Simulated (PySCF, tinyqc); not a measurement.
A ladder of methods, and size consistency: correlation methods against full CI in the sto-6g basis, for BH, spin multiplicity 1. Computed by the program tinyqc with PySCF. All electrons correlated; +Q is the Davidson correction (1 - c0^2) E_corr. The last columns treat two copies 100 angstrom apart as one system. FCI is the lowest singlet.

Geometry (angstrom):
```
atom,x,y,z
B,0.0000,0.0000,0.0000
H,0.0000,0.0000,1.3080
```

RHF energy of one = -24.996832 hartree

Correlation energies (hartree):
```
method,E_corr of one,share of FCI (%),E_corr of two at 100 angstrom,two minus twice one (mhartree)
MP2,-0.031228,51.5229,-0.062457,0.0000
CISD,-0.058491,96.5032,-0.108818,8.1646
CISD+Q,-0.063263,104.3763,-0.122873,3.6537
CCSD,-0.060447,99.7296,-0.120894,0.0000
CCSD(T),-0.060500,99.8179,-0.121001,0.0000
FCI,-0.060611,100.0000,-,-
```

What does the comparison show, and why?

MP2 recovers 52 %, CISD 96.5 % and CCSD 99.7 % of the FCI value (c0^2 = 0.918 in CISD). MP2 and coupled cluster are size consistent, so their last column vanishes; CISD loses 8.16 mhartree, since a double excitation on each copy is a quadruple of the pair, and the Davidson correction leaves +3.65. The restricted reference is unstable here: a spin-polarised solution lies 0.0109 hartree lower (PySCF), so results built on it describe a poor reference.
